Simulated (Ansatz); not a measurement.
Start from MgSe in the rock salt structure (space group Fm-3m, No. 225; a = 5.472 Å).

Method: r2SCAN (Ansatz, a quantum-chemistry and plane-wave program), scalar-relativistic without spin-orbit coupling.

Modification: every Se is replaced by S; the structure is relaxed again.

Measured lattice parameter a: MgSe 5.46 Å (room temperature; as listed in M J Lucero, T M Henderson, G E Scuseria, Journal of Physics Condensed Matter (2012)); MgS 5.188 Å (static lattice; corrected from measurement; as listed in Tamar Goldzak et al., The Journal of Chemical Physics (2022)).

Question: How well does r2SCAN reproduce the measured shift?

Answer: With r2SCAN the lattice parameter a moves by -0.269 Å (5.472 → 5.203) against -0.272 Å measured. The two measured values stand on different bases (one corrected, one not), which blurs small differences.

No phonon test of stability was made.
